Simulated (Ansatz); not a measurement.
# H5Si2: the cost of one run

Program: Ansatz 0.2.0. Level of theory: the levels named in each step. These are calculated values, not measurements.

### Step 1. The structure to begin with

Bond lengths: Si1–Si2 2.270 Å, Si1–H3 1.465 Å, Si1–H4 1.465 Å, Si2–H5 1.468 Å, Si2–H6 1.468 Å, Si2–H7 1.473 Å. Angles: Si1–Si2–H5 108.9°, Si1–Si2–H6 108.9°, Si1–Si2–H7 118.9°, H5–Si2–H6 108.0°, H5–Si2–H7 105.7°, H6–Si2–H7 106.0°, Si2–Si1–H3 120.8°, Si2–Si1–H4 120.8°, H3–Si1–H4 105.4°.

Coordinates:

```xyz
7

Si    1.1357   -0.0829    0.2020
Si   -1.0967    0.0912   -0.1716
H     2.0922    0.6964   -0.5872
H     1.7647   -1.3916    0.3951
H    -1.8144   -0.6209    0.8925
H    -1.4808    1.5066   -0.1082
H    -1.6478   -0.4230   -1.4367
```

### Step 2. A rough first relaxation, PBE-D4/def2-SVP

This run stands in another session on the same molecule. It ended at:

```xyz
7

Si    1.1885   -0.0590    0.2711
Si   -1.1079    0.1088   -0.1356
H     2.0440    0.7398   -0.6784
H     1.6978   -1.4745    0.3644
H    -1.8551   -0.6361    0.9376
H    -1.5111    1.5582   -0.0974
H    -1.5033   -0.4614   -1.4759
```

### Step 3. Relaxation, r2SCAN-D4/def2-TZVPP

Input file input.yaml:

```yaml
crystal:
  periodic: [false, false, false]
  atoms:
    - { symbol: Si, position_ang: [1.18851507, -0.0590312, 0.27114092] }
    - { symbol: Si, position_ang: [-1.10793764, 0.10876059, -0.13563302] }
    - { symbol: H, position_ang: [2.04398253, 0.73980071, -0.67836829] }
    - { symbol: H, position_ang: [1.69777283, -1.47447616, 0.36438265] }
    - { symbol: H, position_ang: [-1.85514725, -0.63609114, 0.93756019] }
    - { symbol: H, position_ang: [-1.51108964, 1.55819218, -0.09739081] }
    - { symbol: H, position_ang: [-1.5033059, -0.46139497, -1.47589163] }
magnetization:
  spin_polarized: true
  initial_magnetization: 1
basis:
  gaussian: { orbitals: def2-TZVPP }
hamiltonian:
  xc: r2scan
  dispersion: d4
relax:
  f_tol: 0.002
  max_steps: 150
```

Run with:

```console
> ansatz run input.yaml --threads 4 --pin off --max-ram 10240MiB --backend cpu --events-out ev --progress --plain --runs-dir out
```

Q: Estimate wall time and peak memory on 4 threads of Intel Xeon Platinum 8375C at 2.90GHz (Ice Lake), shared host.

About 10 s, with a peak of 0.33 GiB.
